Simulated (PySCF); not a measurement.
Boron: a sound run and one with changed settings

Sound run: B [He] 2s2 2p1, B⁺ [He] 2s2. Computed with PySCF 2.14 in 6-31G* (3s2p1d, 14 functions), with no relativity, point nucleus. The sound run starts from symmetry-adapted Hartree-Fock orbitals and uses a fine grid where one is needed.

Changed run: radial step 1.2 in ln r (0.13 in the sound run). This setting is unsound on purpose.

| species | method | sound run (hartree) | changed run (hartree) | converged |
| --- | --- | --- | --- | --- |
| B | UHF | -24.52197 | -24.52197 | yes |
| B | MN15 | -24.61209 | -24.77922 | yes |
| B | r2SCAN | -24.62688 | -24.65135 | yes |
| B⁺ | UHF | -24.23404 | -24.23404 | yes |
| B⁺ | MN15 | -24.32084 | -24.48624 | yes |
| B⁺ | r2SCAN | -24.31148 | -24.25711 | yes |

Ionisation energy of B:

```
method  sound run (eV)  changed run (eV)
   UHF           7.835             7.835
  MN15           7.925             7.973
r2SCAN           8.583            10.728
```

A coarse radial grid mis-integrates the density and the exchange-correlation energy, with errors of either sign; Hartree-Fock needs no grid.

For comparison, NIST gives 8.298 eV between the lowest levels.
